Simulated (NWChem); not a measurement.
Ionisation of C$_{2}$H$_{3}$

```
C
C 1 1.3184
H 2 1.0982 1 138.73
H 1 1.1064 2 122.22 3 180.00
H 1 1.1119 4 115.68 2 180.00
```
Charge 0, spin multiplicity 2.

Everything below was run with NWChem. The geometry was optimised at UPBE/def2-SVP, a minimum by its harmonic frequencies.

Basis set: def2-TZVPD. The species with one electron less has spin multiplicity 1 and keeps the geometry of the parent. Δ marks differences of total energies (open shells unrestricted). −ε marks an orbital energy of the parent. That orbital need not have the symmetry of the hole or added electron in the Δ rows. That singlet is a closed-shell solution.

B3LYP has NWChem's definition, with VWN1-RPA local correlation. The structure started from a generated list of species. The unpaired electrons of the parent sit in orbitals of symmetry a' (Cs labels of the run); other states weren't searched. The stability of the SCF solutions was not checked.

Q: Order these methods by the first vertical ionisation energy they give, lowest first: −ε(alpha HOMO) of PBE, −ε(alpha HOMO) of BLYP, −ε(alpha HOMO) of B3LYP, ΔB3LYP, ΔBLYP.

A: −ε(alpha HOMO) of BLYP (5.34 eV), −ε(alpha HOMO) of PBE (5.50 eV), −ε(alpha HOMO) of B3LYP (6.66 eV), ΔBLYP (9.37 eV), ΔB3LYP (9.64 eV)
